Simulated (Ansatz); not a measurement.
**H₃O+ with H₂O₂: structure and interaction energy**

The task here is to estimate one member of a computed series from the others.

The runs use Ansatz 0.2.0, Gaussian basis; PBE0-D4 structure, single points in def2-TZVPPD.

Levels: PBE-D4, revPBE-D4, BLYP-D4, r2SCAN-D4, B97M-V, PBE0-D4, B3LYP-D4, HSE06-D4, wB97X-V, wB97M-V, B2PLYP, Hartree-Fock, MP2, CCSD, CCSD(T). The reference is CCSD(T) extrapolated to the basis limit.

Cores are frozen in the correlated methods. B3LYP uses VWN-RPA correlation. B2PLYP carries no dispersion term here.

176 further runs of the same task are left out: 176 set aside as unsound or not needed.

### Starting geometry

The pair, from a GFN2-xTB docking trial: 8 atoms, charge 1, spin multiplicity 1.

Atoms are counted from 1 here; the program's logs count them from 0.

Bond lengths: O1–H2 0.977 Å, O1–H3 0.976 Å, O1–H4 1.074 Å, O5–O6 1.416 Å, O5–H7 0.976 Å, O6–H8 0.973 Å. Angles: H2–O1–H3 110.8°, H2–O1–H4 109.6°, H3–O1–H4 110.8°, O6–O5–H7 105.7°, O5–O6–H8 106.5°.

Geometry (Å):

```
O    -0.0632   -0.3762   -1.5052
H     0.8402   -0.0333   -1.6463
H    -0.7113    0.1257   -2.0356
H    -0.3077   -0.3286   -0.4609
O    -0.5088   -0.1729    0.9835
O     0.6888    0.5538    1.1879
H    -0.4481   -0.9516    1.5683
H     0.5102    1.1831    1.9082
```

Atoms 1 to 4 are fragment A (H₃O+), the rest fragment B (H₂O₂).

The first run:

Input file pre/in.yaml:

```yaml
crystal:
  periodic: [false, false, false]
  atoms:
    - {symbol: O, position_ang: [-0.063200, -0.376200, -1.505200]}
    - {symbol: H, position_ang: [0.840200, -0.033300, -1.646300]}
    - {symbol: H, position_ang: [-0.711300, 0.125700, -2.035600]}
    - {symbol: H, position_ang: [-0.307700, -0.328600, -0.460900]}
    - {symbol: O, position_ang: [-0.508800, -0.172900, 0.983500]}
    - {symbol: O, position_ang: [0.688800, 0.553800, 1.187900]}
    - {symbol: H, position_ang: [-0.448100, -0.951600, 1.568300]}
    - {symbol: H, position_ang: [0.510200, 1.183100, 1.908200]}
basis:
  gaussian: {orbitals: def2-SVP}
total_charge: 1
hamiltonian: {xc: pbe, dispersion: d4}
relax: {f_tol: 0.03, max_steps: 250}
```

On the command line:

```sh
ansatz run in.yaml --threads 2 --pin off --events-out ev --progress --plain --max-ram 5222MiB
```

Steps of the session up to this table: A first relaxation in a small basis; Relaxation at PBE0-D4; PBE-D4/def2-TZVPPD; r2SCAN-D4/def2-TZVPPD; PBE0-D4/def2-TZVPPD; B3LYP-D4/def2-TZVPPD; wB97X-V/def2-TZVPPD; wB97M-V/def2-TZVPPD; B2PLYP/def2-TZVPPD; BLYP-D4/def2-TZVPPD; revPBE-D4/def2-TZVPPD; B97M-V/def2-TZVPPD; HSE06-D4/def2-TZVPPD; CCSD(T)/def2-TZVPPD; MP2/def2-QZVPPD; Vibrations of the pair.

One table of the session follows, with a row left open; its other results are not shown here.

| method | interaction (kcal/mol) |
| --- | --- |
| PBE-D4 | -44.58 |
| revPBE-D4 | -43.05 |
| BLYP-D4 | -42.64 |
| r2SCAN-D4 | -45.47 |
| B97M-V | -43.77 |
| PBE0-D4 | -45.24 |
| B3LYP-D4 | -43.79 |
| HSE06-D4 | -45.26 |
| wB97X-V | ? |
| wB97M-V | -43.22 |
| B2PLYP | -42.84 |
| Hartree-Fock | -40.61 |
| MP2 | -42.32 |
| CCSD | -41.54 |
| CCSD(T) | -41.98 |
| CCSD(T)/CBS | -43.00 |

**Question.** Estimate the row for wB97X-V.

**Answer.** interaction (kcal/mol): -43.65. In the column «interaction (kcal/mol)» it lies between B97M-V (-43.77) and wB97M-V (-43.22).
